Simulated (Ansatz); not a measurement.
# C2H3FN2: one species, many methods

An exercise on one series of results from a longer session: the logs are not shown, and one member is left open.

Method: functionals in def2-TZVPP, the program's frozen cores in correlated methods; program: Ansatz 0.2.0, Gaussian basis.

The runs, in order: LDA (SPW92), PBE-D4, revPBE-D4, BLYP-D4, r2SCAN-D4, B97M-V, PBE0-D4, B3LYP-D4, r2SCANh-D4, r2SCAN0-D4, HSE06-D4, BHLYP-D4, CAM-B3LYP-D4, LC-ωPBE, ωB97X-V, ωB97M-V, B2PLYP, PBE-QIDH; CCSD(T)/def2-SVP; CCSD(T)/def2-TZVPP; MP2/def2-QZVPP; extrapolation to the limit; RPA on PBE.

## The geometry

The geometry comes from an earlier relaxation with PBE0-D4 in a triple-zeta def2 set; it is a stationary point, not always the lowest conformer.

SMILES `FC1=NCN1`, 8 atoms, charge 0, spin multiplicity 1.

Atoms are counted from 1 here; the program's logs count them from 0.

Bond lengths: F1–C2 1.304 Å, C2–N3 1.273 Å, C2–N5 1.379 Å, N3–C4 1.482 Å, C4–N5 1.492 Å, C4–H6 1.090 Å, C4–H7 1.090 Å, N5–H8 1.013 Å. Angles: F1–C2–N3 130.1°, F1–C2–N5 124.9°, N3–C2–N5 104.9°, C2–N3–C4 84.2°, N3–C4–N5 90.0°, N3–C4–H6 113.7°, N3–C4–H7 113.0°, N5–C4–H6 112.7°, N5–C4–H7 113.8°, H6–C4–H7 112.0°, C2–N5–C4 80.4°, C2–N5–H8 119.9°, C4–N5–H8 120.4°.

The first run:

Contents of in.yaml:

```yaml
crystal:
  periodic: [false, false, false]
  atoms:
    - {symbol: F, position_ang: [-1.825753, -1.364275, -0.241631]}
    - {symbol: C, position_ang: [-0.732397, -0.701885, 0.017403]}
    - {symbol: N, position_ang: [0.323841, -1.068136, 0.626499]}
    - {symbol: C, position_ang: [0.805801, 0.295068, 0.299625]}
    - {symbol: N, position_ang: [-0.530327, 0.631418, -0.271747]}
    - {symbol: H, position_ang: [1.051376, 0.894959, 1.175787]}
    - {symbol: H, position_ang: [1.611346, 0.296519, -0.435107]}
    - {symbol: H, position_ang: [-0.611687, 0.959132, -1.226627]}
basis:
  gaussian: {orbitals: def2-TZVPP}
hamiltonian: {xc: lda}
output: {orbitals: {seedname: orbitals}}
```

Command:

```
ansatz run in.yaml --threads 2 --pin off --events-out ev --progress --plain --max-ram 4352MiB
```

Among the steps run: LDA; PBE-D4 (GGA); revPBE-D4 (GGA); BLYP-D4 (GGA); r2SCAN-D4 (meta-GGA); B97M-V (meta-GGA); PBE0-D4 (hybrid); B3LYP-D4 (hybrid); r2SCANh-D4 (hybrid); r2SCAN0-D4 (hybrid); HSE06-D4 (hybrid); BHLYP-D4 (hybrid); CAM-B3LYP-D4 (range-separated); LC-ωPBE (range-separated); ωB97X-V (range-separated); ωB97M-V (range-separated); B2PLYP (double hybrid); PBE-QIDH (double hybrid).

One table of the session follows, with a row left open; its other results are not shown here.

It belongs to the step «Orbital energies across the functionals». 

```
  functional  HOMO (eV)  LUMO (eV)  gap (eV)
 LDA (SPW92)      -6.44      -0.64      5.81
      PBE-D4      -6.24      -0.39      5.85
   revPBE-D4      -6.17      -0.30      5.87
     BLYP-D4          ?          ?         ?
   r2SCAN-D4      -6.52      -0.14      6.39
      B97M-V      -6.60      -0.02      6.58
     PBE0-D4      -7.66       0.69      8.36
    B3LYP-D4      -7.43       0.37      7.80
  r2SCANh-D4      -7.06       0.26      7.32
  r2SCAN0-D4      -7.86       0.86      8.72
    HSE06-D4      -7.26       0.31      7.56
    BHLYP-D4      -8.97       1.42     10.40
CAM-B3LYP-D4      -9.10       1.58     10.68
     LC-ωPBE     -10.48       2.92     13.40
     ωB97X-V     -10.09       2.75     12.84
     ωB97M-V     -10.00       2.25     12.25
```

Q: Estimate the row for BLYP-D4 from the others.

Worked estimate for «HOMO (eV)». Against the share of exact exchange, B3LYP-D4 (0.2, -7.43), BHLYP-D4 (0.5, -8.97) give a slope of -5.13 per unit share; at 0 the line stands at -6.40.

The run gave: HOMO (eV): -6.13; LUMO (eV): -0.33; gap (eV): 5.81. In «HOMO (eV)» the line misses by -0.27.
